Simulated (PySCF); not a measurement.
C4H3N2 (doublet state).
Numbering: `[H]/[N:6]=[C:5]1\[C:2](=[CH2:1])[C:3]=[N:4]1` (hydrogens: H7, H8 on C1; H9 on N6)

Cartesian coordinates in Å at the GFN2-xTB level; atoms count from 1:
```
atom  x, y, z in Å
C1     1.467   -0.448    0.091
C2     0.157   -0.552    0.052
C3    -0.927   -1.530    0.094
N4    -1.964   -0.740   -0.017
C5    -1.086    0.352   -0.075
N6    -1.267    1.578   -0.186
H7     1.961    0.509    0.027
H8     2.100   -1.315    0.189
H9    -0.429    2.153   -0.201
```

Method: UKS B3LYP, pcH-1 on C H N, non-relativistic, mean-field spin-orbit, GIAO in PySCF 2.14.0. Geometry: GFN2-xTB; no solvent, vibrations or thermal averaging. GFN2-xTB frequencies show an imaginary mode (86i cm⁻¹), so this geometry is no minimum at that level. Couplings are sensitive to structure, and on GFN2-xTB geometries they can be far from those on DFT ones. Stability of the SCF solution: not tested.

Mulliken spin populations: C1 -0.004, C2 +0.059, C3 +0.864, N4 -0.018, C5 +0.105, N6 -0.021, H7 +0.005, H8 +0.007, H9 +0.002.

Q: What dipolar couplings does the calculation give for H7, H8, H9?

A: 
```
atom         position  distance from C3 (Å)  T1 (MHz)     T2    T3
  H7  3 bonds from C3                  3.54     -1.95  -1.63  3.58
  H8  3 bonds from C3                  3.04     -2.71  -2.34  5.05
  H9  4 bonds from C3                  3.73     -3.14  -1.54  4.68
```

Q: Estimate them with point dipoles: put each population ρk at its nucleus, leave out the nucleus itself and the atom bound to it, and sum T = Σ [ρk/(2S)]·C·(3 n nᵀ − 1)/r³ with C = μ0 gₑ μB g_N μN/(4π h) = 79.06 MHz Å³.

A: 
| atom | T1 (MHz) | T2 | T3 | T3, computed | difference in T3 (%) |
| --- | --- | --- | --- | --- | --- |
| H7 | -2.38 | -2.01 | 4.39 | 3.58 | +22 |
| H8 | -3.16 | -2.62 | 5.78 | 5.05 | +14 |
| H9 | -2.68 | -2.46 | 5.14 | 4.68 | +10 |

In T3 the estimate is closest for H9 (+10 %, 3.73 Å from C3) and worst for H7 (+22 %, 3.54 Å).

Q: If all the spin sat on C3, T∥ = 2C/r³. What distance does the computed T3 of H8 then imply?

A: r = (2 × 79.06/5.05)^(1/3) = 3.15 Å, against 3.04 Å in the structure.
